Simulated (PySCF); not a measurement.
Species: CO2-, CO2 (charge -1 and doublet state).
Numbering: `[O:1]=[C:2][O-:3]`

Theory: UKS B3LYP, IGLO-III on C O, non-relativistic, mean-field spin-orbit, GIAO in PySCF. Isolated species at its PBE0-D3(BJ)/def2-SVP geometry, gas phase. Whether the extra electron is bound in the gas phase wasn't checked; a finite basis holds it in any case. The geometry's basis has no diffuse functions, a weakness for an anion.

Principal values of hyperfine tensors in MHz (contact and dipolar terms together), for some of the nuclei:

```json
{"atom": "C2", "isotope": "13C", "A1": "304.27", "A2": "309.70", "A3": "420.89", "alike by the symmetry of this geometry": "none"}
{"atom": "O3", "isotope": "17O", "A1": "-164.88", "A2": "-65.57", "A3": "-59.87", "alike by the symmetry of this geometry": "O1"}
```

Problem. Give the isotropic coupling of each nucleus in MHz and in mT (g = 2.0008), and the anisotropic part.

Solution. a_iso is a third of the trace, T = A − a_iso, and a(mT) = a(MHz)/(g × 13.996).

| atom | a_iso (MHz) | a_iso (mT) | T1 | T2 | T3 |
| --- | --- | --- | --- | --- | --- |
| C2 | 344.95 | 12.318 | -40.68 | -35.26 | 75.93 |
| O3 | -96.78 | -3.456 | -68.11 | 31.20 | 36.90 |

Problem. What spin density at the nucleus of O3 lies behind its contact coupling (g_N = -0.75752)?

Solution. a_FC = 800.24 MHz bohr³ × g_N × ρ(0)/(2S). With a_FC = -96.78 MHz and 2S = 1, ρ(0) = 0.1596 bohr⁻³. The nuclear moment is negative, so coupling and spin density have opposite signs.

Problem. Name the largest traceless tensor T of the table and describe it.

Solution. C2: -40.7, -35.3, 75.9 MHz, nearly axial, close to the ratio −1:−1:+2, the form that spin in one p orbital centred on that nucleus gives.

Problem. In a single crystal, with the field along each principal axis of the tensor of O3 in turn, what first-order splitting does this nucleus give (isotropic g, quadrupole terms neglected)?

Solution. 6 lines (I = 5/2), spaced by |A_i|/(g × 13.996): 5.89, 2.34, 2.14 mT along the axes of A1, A2 and A3.
